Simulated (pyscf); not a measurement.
H₂B–F (SMILES BF) + H₂O (SMILES O) → HO–BH–F (SMILES OBF) + H₂ (SMILES [H][H]), a four-centre exchange (singlet surface; B–H, H–O broken, B–O, H–H formed). Single points on ωB97X-D3(BJ)/def2-SVP structures (PySCF, gas phase). Energies in kcal/mol from the separated reactants.

AM1 to PM7: differences of heats of formation from MOPAC, which are fitted to 298 K values and so differ in kind from electronic energies by zero-point and thermal terms. 

**Question.** In single points PM3 puts the saddle at 8.8 kcal/mol and the reaction energy at -63.0 kcal/mol. Should these be trusted to within a few kcal/mol? Compare with ωB97M-D3(BJ)/def2-TZVP.

**Answer.** ωB97M-D3(BJ)/def2-TZVP gives ΔE‡ = 13.9 kcal/mol and ΔE = -33.5 kcal/mol. PM3 lies 5.2 kcal/mol under it in the barrier and 29.6 kcal/mol under it in the reaction energy, so on this step it does not hold to within 3.0 kcal/mol. ωB97M-D3(BJ)/def2-TZVP has limits of its own. On the reactant side the descent ends in an adduct with a B–O contact, 10.7 kcal/mol under the separated species and 25.3 kcal/mol under the saddle at ωB97X-D3(BJ)/def2-TZVP. What is counted as formed (B–O) is already present as a longer contact in the reactant adduct; forming that adduct is a step of its own. At the saddle there is also a short B–H contact that neither side keeps. This is the saddle that the search found; another between the same sides may lie lower.
